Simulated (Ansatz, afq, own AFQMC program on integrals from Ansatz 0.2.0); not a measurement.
Atomization energy of BN, singlet

```xyz
2

B     0.0000    0.0000    0.0000
N     0.0000    0.0000    1.2615
```

Atoms in their ground-state spins without spin–orbit coupling (mostly on UHF) minus the molecule (RHF), without zero-point energy. The geometry is a stationary point, not shown to be a minimum.

Basis 6-31G. Noble-gas cores (and the filled d shells of Ga–Kr and In–Xe) are frozen. Integrals, coupled cluster, full CI and functionals: Ansatz 0.2.0; the random walks run on the same integrals in our own AFQMC program. ph-AFQMC/CISD is guided by a CISD state made of CCSD amplitudes; releasing the constraint for a short imaginary time cuts its bias at the price of noise, slowly where states lie close. ± is one standard error of the sampling. The errors of all members are added in quadrature.

Full CI is exact in this basis; where marked, its frozen core comes from its own orbitals, which moves totals by up to a few meV.

Errors are counted within 6-31G, not against nature.

Cautions: BN (singlet): higher spins were not checked, restricted determinant unstable towards unrestricted (UHF 2.56 eV lower, ⟨S²⟩ 1.20), strong correlation (T1 0.101, weight of the determinant 0.72, largest double 0.29), (T) is large, 12 % of the CCSD correlation, CCSD(T) is in doubt: in a space of 8 electrons in 8 natural orbitals full CI lies 103 meV above it, the released energies are still falling, so no released level is given (meV from the phaseless value at times in 1/Eh: -66 ± 36 at 0.24, -28 ± 26 at 0.50, -117 ± 27 at 1.00, -160 ± 26 at 1.50), though the last usable value meets full CI within the noise, full CI with its own frozen core, its ph-AFQMC/CISD value lies 177 ± 23 meV above full CI.

Reference (full CI): 334.3 kJ/mol.

```tsv
level	atomization energy (kJ/mol)	error against FCI (kJ/mol)
HF	-136.8	-471.1
MP2	349.5	15.2
CCSD	275.0	-59.4
CCSD(T)	346.6	12.3
ph-AFQMC/CISD	317.5 ± 2.2	-16.8 ± 2.2
```

Correlation beyond CCSD(T) takes off 12.3 kJ/mol. The perturbative (T) step is worth +71.7 kJ/mol. Where the cautions show a poor determinant, the low rows tell how each method copes with it, not its usual error.

A walk keeps the symmetry of its determinant, which the program's search chose and which needn't be the lowest solution, so a lower state of the same spin and another symmetry isn't excluded.
